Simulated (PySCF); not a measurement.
## Reproducing measurements on nitryl fluoride

**Measured values to compare with.**

NIST CCCBDB Release 22 (SRD 101), experimental dipoles lists, for the gas: dipole moment 0.466 D.

The runs below try to reproduce these values; the comparison stands at the end.

Compound: nitryl fluoride, FNO₂.
Atom-mapped SMILES: `[O:1]=[N+:2]([O-:3])[F:4]`

Cartesian coordinates in Å at the PBE0-D3(BJ)/def2-SVP level; atoms count from 1:
```xyz
4
FNO2 angstrom
O     -0.2442    1.1938    0.2865
N      0.1083    0.0760    0.3041
O      1.1475   -0.4645    0.2563
F     -0.9820   -0.8403    0.4076
```

The PySCF runs (gas phase, on this PBE0-D3(BJ)/def2-SVP geometry; no spin–orbit coupling):

```csv
level,job,basis functions,wall time
"PBE0-D3(BJ)/def2-SVP, grid level 1",geometry optimisation from a GFN2-xTB start shaken at random,56,6.6 s
B3LYP/def2-SVPD,"10 singlets by full TDDFT, 4 Tamm–Dancoff triplets, polarisability, ΔSCF ions",89,12 s
BHandHLYP/def2-SVPD,"10 singlets by full TDDFT, 4 Tamm–Dancoff triplets, polarisability, ΔSCF ions",89,15 s
CAM-B3LYP/def2-SVPD,"10 singlets by full TDDFT, 4 Tamm–Dancoff triplets, polarisability, ΔSCF ions",89,13 s
HF/def2-SVPD,"10 singlets by TDHF, 4 Tamm–Dancoff triplets, polarisability, ΔSCF ions",89,2.0 s
LC-wPBE/def2-SVPD,"10 singlets by full TDDFT, 4 Tamm–Dancoff triplets, polarisability, ΔSCF ions",89,16 s
LDA/def2-SVPD,"10 singlets by full TDDFT, 4 Tamm–Dancoff triplets, polarisability, ΔSCF ions",89,7.2 s
PBE/def2-SVPD,"10 singlets by full TDDFT, 4 Tamm–Dancoff triplets, polarisability, ΔSCF ions",89,15 s
PBE0/def2-SVPD,"10 singlets by full TDDFT, 4 Tamm–Dancoff triplets, polarisability, ΔSCF ions",89,11 s
wB97X-D/def2-SVPD,"10 singlets by full TDDFT, 4 Tamm–Dancoff triplets, polarisability, ΔSCF ions",89,13 s
B3LYP/6-31G*,spin–spin couplings from 4 perturbed nuclei,56,2.0 s
B3LYP/cc-pVTZ,spin–spin couplings from 4 perturbed nuclei,120,4.8 s
```

Hardware: one thread of an Arm Neoverse V2, on a shared host.

All basis functions are spherical.

## Comparison

**Dipole moment.** Measured: 0.466 D (NIST CCCBDB Release 22 (SRD 101), experimental dipoles).

```json
{"level": "PBE0-D3(BJ)/def2-SVP", "computed (D)": "0.141", "computed − measured (D)": "-0.325", "% (from the printed values)": "-70"}
{"level": "B3LYP/def2-SVPD", "computed (D)": "0.216", "computed − measured (D)": "-0.250", "% (from the printed values)": "-54"}
{"level": "BHandHLYP/def2-SVPD", "computed (D)": "0.130", "computed − measured (D)": "-0.336", "% (from the printed values)": "-72"}
{"level": "CAM-B3LYP/def2-SVPD", "computed (D)": "0.189", "computed − measured (D)": "-0.277", "% (from the printed values)": "-59"}
{"level": "HF/def2-SVPD", "computed (D)": "0.042", "computed − measured (D)": "-0.424", "% (from the printed values)": "-91"}
{"level": "LC-wPBE/def2-SVPD", "computed (D)": "0.181", "computed − measured (D)": "-0.285", "% (from the printed values)": "-61"}
{"level": "LDA/def2-SVPD", "computed (D)": "0.256", "computed − measured (D)": "-0.210", "% (from the printed values)": "-45"}
{"level": "PBE/def2-SVPD", "computed (D)": "0.261", "computed − measured (D)": "-0.205", "% (from the printed values)": "-44"}
{"level": "PBE0/def2-SVPD", "computed (D)": "0.204", "computed − measured (D)": "-0.262", "% (from the printed values)": "-56"}
{"level": "wB97X-D/def2-SVPD", "computed (D)": "0.187", "computed − measured (D)": "-0.279", "% (from the printed values)": "-60"}
{"level": "B3LYP/6-31G*", "computed (D)": "0.035", "computed − measured (D)": "-0.431", "% (from the printed values)": "-92"}
{"level": "B3LYP/cc-pVTZ", "computed (D)": "0.168", "computed − measured (D)": "-0.298", "% (from the printed values)": "-64"}
```

12 of the 13 levels run are shown, the closest and the furthest among them. All 13 levels lie below the measurement. The computed dipoles belong to one fixed geometry; measured ones are averaged over vibrations unless marked μe. Magnitudes are compared, not signs.

The geometry is computed, not the measured one. Where a level misses, the cause wasn't examined.
